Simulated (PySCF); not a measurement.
Bond stretch in Li2, singlet.

Levels of theory: UHF/6-31G (PySCF); UKS-BLYP = unrestricted BLYP/6-31G (PySCF); RHF/6-31G (PySCF); RCCSD = CCSD on RHF/6-31G run with PySCF; RKS-B3LYP = restricted B3LYP/6-31G (PySCF).

Energies are in kJ/mol, each relative to the lowest point of its own curve near equilibrium.

```
R / Å   UHF  UKS-BLYP    RHF  RCCSD  RKS-B3LYP
-----  ----  --------  -----  -----  ---------
2.06   64.0      51.9   66.1   53.9       52.9
2.18   43.6      32.3   43.3   34.3       32.8
2.33   25.5      15.5   22.9   17.2       15.6
2.49   14.6       5.1    9.3    6.2        5.1
2.57    9.7       2.2    5.0    ___        2.1
2.68    5.0       0.2    1.4    0.5        0.2
2.74    3.2       0.0    0.4    0.0        0.0
2.81    1.7       0.3    0.0    0.1        0.4
2.88    0.7       1.2    ___    0.7        1.4
3.04    0.0       5.0    3.1    4.0        5.5
3.20    0.7      10.4    8.4    9.1       11.5
3.42    2.7      19.6   18.2   17.8       21.5
3.67    5.6      31.0   31.7   28.5       34.1
4.13   10.2      51.2   59.0   47.0       57.5
4.57   13.0      64.9   85.1   60.2       77.7
4.96    ___      72.7    ___   68.1        ___
5.53   15.6      78.8  134.8   74.7      111.1
6.01   16.0      81.3    ___   77.5      122.7
6.79   16.3      83.1  182.7   79.6      136.0
7.42   16.4      83.6  200.2   80.2      143.1
8.31   16.5      83.9  219.0   80.6      149.5
```

Task: Fill in the missing entries.

Result: 
- 2.57, RCCSD: 2.9
- 2.88, RHF: 0.3
- 4.96, UHF: 14.5
- 4.96, RHF: 106.7
- 4.96, RKS-B3LYP: 93.1
- 6.01, RHF: 155.3

The unrestricted determinant behind UHF is spin-contaminated at 2.06 to 8.31 Å (<S²> up to 1.0, against 0.00 for a pure singlet). The unrestricted determinant behind UKS-BLYP is spin-contaminated at 4.13 to 8.31 Å (<S²> up to 1.0, against 0.00 for a pure singlet). The restricted form behind RHF, RKS-B3LYP keeps the bonding electrons paired and can't separate into open-shell fragments. The T1 diagnostic of CCSD on the restricted reference of RCCSD exceeds 0.045 at 4.57 to 8.31 Å.
